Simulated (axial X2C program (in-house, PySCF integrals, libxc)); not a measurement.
**Low determinants of SiO⁻ at the PBE0 level, scalar-relativistic**

Calculated with an axial X2C code built on PySCF integrals. Spin-free means the one-electron spin-free X2C Hamiltonian. Basis: Si dyall-av3z [9s8p3d2f], O dyall-av3z [7s6p3d2f] (cores contracted in-house); Gaussian nuclei, density fitting, unrestricted open shells. Masses: Si 27.977 u, O 15.995 u.

Search at 1.561 Å (vertical energies from the lowest determinant):

| ΔE (eV) | state | electrons beyond evenly filled partner blocks | electrons in σ, π, δ, φ |
| --- | --- | --- | --- |
| 0.00 | M_S = 1/2, Λ = 1 | π+α | 14 9 0 0 |
| 0.84 | M_S = 1/2, Λ = 0 | σα | 15 8 0 0 |
| 3.11 | M_S = 3/2, Λ = 0 | σα, π+α, π-α | 13 10 0 0 |
| 3.60 | M_S = 1/2, Λ = 2 | δ+α | 14 8 1 0 |
| 4.05 | M_S = 1/2, Λ = 0 | σβ, π+α, π-α | 13 10 0 0 |
| 4.13 | M_S = 3/2, Λ = 1 | 2 × π+α, π+β, 2 × π-α | 14 9 0 0 |
| 4.22 | M_S = 1/2, Λ = 0 | σα, π+β, π-α | 13 10 0 0 |

Lowest determinant, M_S = 1/2, Λ = 1 (beyond evenly filled blocks: π+α): Re = 1.557 Å, ωe = 1094.8 cm⁻¹.

The determinant in row 2 of the search, M_S = 1/2, Λ = 0 (beyond evenly filled blocks: σα), was followed along the bond at PBE0; measured from the minimum of the lowest determinant it gives:

Te = 0.805 eV (6491 cm⁻¹), Re = 1.524 Å, ωe = 1226.0 cm⁻¹.

Q: Compare the bond of the determinant in row 2 with that of the lowest one.

A: At PBE0 its Re is 0.033 Å shorter and its force constant, which goes as ωe², is 1.25 times that of the lowest determinant. T0 ≈ Te + Δωe/2 = 6491 + (66) = 6557 cm⁻¹.

The search compares states at one distance, so a state with another bond length can lie lower; it is not exhaustive and yields mostly the lowest determinant of each block pattern, so other components and higher states of one pattern are missing. These are energies of single determinants, not of spin-adapted states; PBE0 term energies can be off by some tenths of an eV, and the functional has no current term. For an anion, determinants above electron detachment are held by the basis set. Row 1 has a positive highest level at its minimum. Row 2 has a positive highest level at its minimum.
